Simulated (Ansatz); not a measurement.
# Which is lower?

Two relaxed structures of CH₆BS (charge +1), closed shell (PBE0-D4/def2-TZVP; forces vanish, vibrations not checked).

A:

B1  (-0.150, -0.003, -0.855)
C2  (0.817, -0.541, 0.226)
S3  (-0.497, 0.506, 0.978)
H4  (-0.939, -0.544, -1.545)
H5  (-0.039, 1.239, -1.465)
H6  (1.785, -0.103, 0.447)
H7  (0.742, -1.591, 0.491)
H8  (-1.444, -0.442, 1.135)
H9  (0.715, 0.901, -1.431)
(Å)

B:

```
9
angstrom
B -0.6154 0.4376 -1.1329
C -0.3858 -0.1431 0.3134
S 1.2640 -0.8664 0.5176
H -1.6801 0.9232 -1.3320
H 0.2313 0.3900 -1.9691
H 2.0228 0.2482 0.4350
H 1.3800 -0.9578 1.8634
H -1.0848 -0.9718 0.4815
H -0.5667 0.6009 1.0934
```

Computed with Ansatz 0.2.0 (basis: def2-TZVPP); correlated methods freeze the cores. B3LYP uses VWN-RPA correlation.

(1) Which structure is lower at CCSD(T), and by how much? (Judge from chemistry; the value comes from the calculation.)

The T1 diagnostic stays at or below 0.012.

## Answers

(1) By the calculation: B, by 42.1 kJ/mol (electronic energy, against the other). By their contacts, A is CH₆BS ([H]1[H][BH]12[CH2][SH]2), total charge +1 and B is CH₆BS ([BH2][CH2][SH2]), total charge +1.

All methods give the same order:

```csv
method,E(B) − E(A) (kJ/mol)
PBE-D4,-12.3
r2SCAN-D4,-23.7
PBE0-D4,-25.2
B3LYP-D4,-46.0
wB97M-V,-38.5
HF,-107.3
MP2,-31.5
CCSD,-53.0
CCSD(T),-42.1
```

Labels in which every atom is bracketed show which atoms are joined, not bond orders.

For scale, one of the runs: CCSD(T)/def2-TZVPP, 188 basis functions, launched by `ansatz run in.yaml --threads 2 --pin off --events-out ev --progress --plain --max-ram 4352MiB`. Time: 28 s of wall clock on 2 CPU threads of an Arm Neoverse V2; the host was shared. Peak host memory: 1.9 GiB.
